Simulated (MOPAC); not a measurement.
Job for MOPAC: AM1 on CH7NO (a complex).

```
AM1 1SCF PRECISE CHARGE=0 THREADS=1
CH7NO

O     -2.24408235 1    -0.56438228 1    -0.00534456 1
H     -2.60273935 1     0.32329972 1     0.02698744 1
H     -1.28257435 1    -0.42678728 1     0.01078344 1
N      0.92893965 1    -0.33952928 1     0.02133444 1
H      1.22430365 1    -0.89216728 1    -0.77345656 1
H      1.23901965 1    -0.85025028 1     0.83819344 1
C      1.58827465 1     0.96883472 1    -0.01890756 1
H      1.27773265 1     1.55055972 1     0.84560844 1
H      2.67958365 1     0.92953972 1    -0.02786256 1
H      1.26156265 1     1.50475172 1    -0.90673056 1
```

It printed:

```
*******************************************************************************
 **                                                                           **
 **                              MOPAC v23.2.5                                **
 **                                                                           **
 *******************************************************************************
 ** MOPAC's Digital Object Identifier: https://doi.org/10.5281/zenodo.6511958 **
 **                                                                           **
 ** Please cite the open-source release paper for use of this MOPAC version:  **
 ** J. E. Moussa and J. J. P. Stewart (2026)                                  **
 ** MOPAC: An open-source semiempirical molecular orbital program             **
 ** J. Open Source Softw., 11(119), 8025, https://doi.org/10.21105/joss.08025 **
 *******************************************************************************

                              AM1 CALCULATION RESULTS

 *******************************************************************************
 *  AM1        - The AM1 Hamiltonian to be used
 *
 *
 *
 *                 CHARGE ON SYSTEM = 0
 *
 *
 *
 *  PRECISE    - TIGHTER CRITERIA TO BE USED
 *  1SCF       - DO 1 SCF AND THEN STOP
 *  THREADS=1  - MULTI-THREADING NOT USED
 *  T=         - A TIME OF 172800.0 SECONDS REQUESTED
 *  DUMP=N     - RESTART FILE WRITTEN EVERY 7200.0 SECONDS REQUESTED
 *******************************************************************************
AM1 1SCF PRECISE CHARGE=0 THREADS=1
 CH7NO

   ATOM   CHEMICAL          X               Y               Z
  NUMBER   SYMBOL      (ANGSTROMS)     (ANGSTROMS)     (ANGSTROMS)

     1       O         -2.24408235  *  -0.56438228  *  -0.00534456  *
     2       H         -2.60273935  *   0.32329972  *   0.02698744  *
     3       H         -1.28257435  *  -0.42678728  *   0.01078344  *
     4       N          0.92893965  *  -0.33952928  *   0.02133444  *
     5       H          1.22430365  *  -0.89216728  *  -0.77345656  *
     6       H          1.23901965  *  -0.85025028  *   0.83819344  *
     7       C          1.58827465  *   0.96883472  *  -0.01890756  *
     8       H          1.27773265  *   1.55055972  *   0.84560844  *
     9       H          2.67958365  *   0.92953972  *  -0.02786256  *
    10       H          1.26156265  *   1.50475172  *  -0.90673056  *



          CARTESIAN COORDINATES

    NO.       ATOM           X           Y           Z

     1         O         -2.2441     -0.5644     -0.0053
     2         H         -2.6027      0.3233      0.0270
     3         H         -1.2826     -0.4268      0.0108
     4         N          0.9289     -0.3395      0.0213
     5         H          1.2243     -0.8922     -0.7735
     6         H          1.2390     -0.8503      0.8382
     7         C          1.5883      0.9688     -0.0189
     8         H          1.2777      1.5506      0.8456
     9         H          2.6796      0.9295     -0.0279
    10         H          1.2616      1.5048     -0.9067

  H: (AM1): M.J.S. DEWAR ET AL, J. AM. CHEM. SOC. 107 3902-3909 (1985)
  C: (AM1): M.J.S. DEWAR ET AL, J. AM. CHEM. SOC. 107 3902-3909 (1985)
  N: (AM1): M.J.S. DEWAR ET AL, J. AM. CHEM. SOC. 107 3902-3909 (1985)
  O: (AM1): M.J.S. DEWAR ET AL, J. AM. CHEM. SOC. 107 3902-3909 (1985)

           Empirical Formula: C H7 N O  =    10 atoms



      MOLECULAR POINT GROUP   :   Cs


      RHF CALCULATION, NO. OF DOUBLY OCCUPIED LEVELS = 11


 -------------------------------------------------------------------------------
 AM1 1SCF PRECISE CHARGE=0 THREADS=1
 CH7NO



     1SCF WAS SPECIFIED, SO BFGS WAS NOT USED
     SCF FIELD WAS ACHIEVED


                              AM1 CALCULATION
                                                       MOPAC v23.2.5 Linux




          FINAL HEAT OF FORMATION =        -65.63409 KCAL/MOL =    -274.61302 KJ/MOL


          COSMO AREA              =        102.80 SQUARE ANGSTROMS
          COSMO VOLUME            =         78.77 CUBIC ANGSTROMS

          IONIZATION POTENTIAL    =         10.392338 EV
          HOMO LUMO ENERGIES (EV) =        -10.392  3.471
          NO. OF FILLED LEVELS    =         11
          MOLECULAR WEIGHT        =         49.0724         POINT GROUP:  Cs

          MOLECULAR DIMENSIONS (Angstroms)

            Atom       Atom       Distance
            H     9    H     2     5.31728
            H     6    H    10     2.91477
            H     8    H     5     2.74743


          SCF CALCULATIONS        =          1





   ATOM   CHEMICAL          X               Y               Z
  NUMBER   SYMBOL      (ANGSTROMS)     (ANGSTROMS)     (ANGSTROMS)

     1       O         -2.24408235  *  -0.56438228  *  -0.00534456  *
     2       H         -2.60273935  *   0.32329972  *   0.02698744  *
     3       H         -1.28257435  *  -0.42678728  *   0.01078344  *
     4       N          0.92893965  *  -0.33952928  *   0.02133444  *
     5       H          1.22430365  *  -0.89216728  *  -0.77345656  *
     6       H          1.23901965  *  -0.85025028  *   0.83819344  *
     7       C          1.58827465  *   0.96883472  *  -0.01890756  *
     8       H          1.27773265  *   1.55055972  *   0.84560844  *
     9       H          2.67958365  *   0.92953972  *  -0.02786256  *
    10       H          1.26156265  *   1.50475172  *  -0.90673056  *

                             CARTESIAN COORDINATES

   1    O       -2.244082350    -0.564382280    -0.005344560
   2    H       -2.602739350     0.323299720     0.026987440
   3    H       -1.282574350    -0.426787280     0.010783440
   4    N        0.928939650    -0.339529280     0.021334440
   5    H        1.224303650    -0.892167280    -0.773456560
   6    H        1.239019650    -0.850250280     0.838193440
   7    C        1.588274650     0.968834720    -0.018907560
   8    H        1.277732650     1.550559720     0.845608440
   9    H        2.679583650     0.929539720    -0.027862560
  10    H        1.261562650     1.504751720    -0.906730560


           Empirical Formula: C H7 N O  =    10 atoms



      MOLECULAR POINT GROUP   :   Cs


                  EIGENVALUES
 -35.84142 -35.33698 -26.05146 -17.51631 -17.12062 -15.85429 -14.52976 -14.12051
 -12.90739 -11.82171 -10.39234   3.47112   4.05088   4.08348   4.73968   5.15045
   5.66624   5.73008   6.91784


              NET ATOMIC CHARGES AND DIPOLE CONTRIBUTIONS

  ATOM NO.   TYPE          CHARGE      No. of ELECS.   s-Pop       p-Pop
    1          O          -0.406785        6.4068     1.86256     4.54423
    2          H           0.183201        0.8168     0.81680
    3          H           0.217357        0.7826     0.78264
    4          N          -0.334274        5.3343     1.61449     3.71978
    5          H           0.137196        0.8628     0.86280
    6          H           0.136791        0.8632     0.86321
    7          C          -0.145370        4.1454     1.21975     2.92562
    8          H           0.082439        0.9176     0.91756
    9          H           0.046647        0.9534     0.95335
   10          H           0.082798        0.9172     0.91720
 DIPOLE           X         Y         Z       TOTAL
 POINT-CHG.     1.384     1.084     0.033     1.758
 HYBRID         1.464     0.363     0.029     1.509
 SUM            2.848     1.448     0.063     3.195


          ATOMIC ORBITAL ELECTRON POPULATIONS

     Atom    s        px        py        pz
    1  O   1.86256   1.25122   1.29421   1.99880
    2  H   0.81680
    3  H   0.78264
    4  N   1.61449   1.58436   1.05179   1.08363
    5  H   0.86280
    6  H   0.86321
    7  C   1.21975   0.96819   0.92375   1.03367
    8  H   0.91756
    9  H   0.95335
   10  H   0.91720

 **********************
 *                    *
 * JOB ENDED NORMALLY *
 *                    *
 **********************




 == MOPAC DONE ==
```

The run finished.

Cost: around 0.03 core-seconds (rough).
